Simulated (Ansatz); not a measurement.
Geometry optimisation, Ansatz, RKS B3LYP/6-31G*.

The input (input.yaml):

```yaml
crystal:
  periodic: [false, false, false]
  atoms:
    - { symbol: Si, position_ang: [0.312905, 0.031143, -0.08454] }
    - { symbol: O, position_ang: [0.697975, -0.245441, 1.507867] }
    - { symbol: C, position_ang: [-0.241638, -0.396661, 2.563595] }
    - { symbol: H, position_ang: [-0.947579, -1.214207, 2.370472] }
    - { symbol: H, position_ang: [0.313317, -0.63118, 3.477216] }
    - { symbol: H, position_ang: [-0.810484, 0.524844, 2.738696] }
    - { symbol: H, position_ang: [1.71262, 0.052872, -0.476686] }
    - { symbol: H, position_ang: [-0.419809, 1.306873, -0.328911] }
    - { symbol: H, position_ang: [-0.487406, -1.072243, -0.689009] }
basis:
  gaussian: { orbitals: "6-31G*" }
hamiltonian:
  xc: b3lyp
relax:
  f_tol: 0.03
  max_steps: 50
```

Command:

```bash
$ ansatz run input.yaml --threads 1 --pin off --max-ram 2048MiB --backend cpu --events-out ev --progress --plain --runs-dir out
```

Q: Where does it end, and by what steps?

A: It converged. After 5 steps the energy has fallen by 0.165 eV; H7 moved furthest, 0.28 Å.

```csv
step,energy less start (eV),largest force component (eV/Å),accepted
0,0.0000,1.019,yes
1,-0.1460,0.273,yes
2,-0.1594,0.142,yes
3,-0.1600,0.223,yes
4,-0.1644,0.083,yes
5,-0.1648,0.012,yes
```

```xyz
9
Properties=species:S:1:pos:R:3
Si 0.377 0.017 -0.026
O 0.745 -0.268 1.568
C -0.262 -0.398 2.561
H -0.947 -1.229 2.338
H 0.229 -0.601 3.517
H -0.852 0.524 2.662
H 1.669 0.088 -0.748
H -0.368 1.299 -0.197
H -0.463 -1.076 -0.598
```

Whether the end is a true minimum wasn't checked by a vibrational analysis.

Time of the run: 17 s on 1 thread of Arm Neoverse V1, on a shared host, peak memory 0.13 GiB.
